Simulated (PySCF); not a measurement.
Metal–ligand bonds in Cd(CH3)1–Y. Isolated molecules, 0 K electronic values unless said otherwise. One relaxed conformer stands for each flexible species; it need not be the lowest. Multiplicities are imposed; where one is given, others were not computed. Strings in code marks are SMILES.

All values below come from TPSSh-D3(BJ)/def2-TZVP // r2SCAN-D4/def2-SVP (PySCF 2.14.0). All candidates: neutral, multiplicity 2. 

```yaml
highest_occupied_spin_orbital: -6.40 eV
dipole_moment: 1.70 D
```

Say which member has these values.
A. `[NH2]`
B. `[SH]`
C. `C[O]`
D. `C[N]C`

D, `C[N]C`. The others give `[SH]`: -6.75 eV, 0.88 D; `C[O]`: -6.86 eV, 2.01 D; `[NH2]`: -7.94 eV, 1.94 D
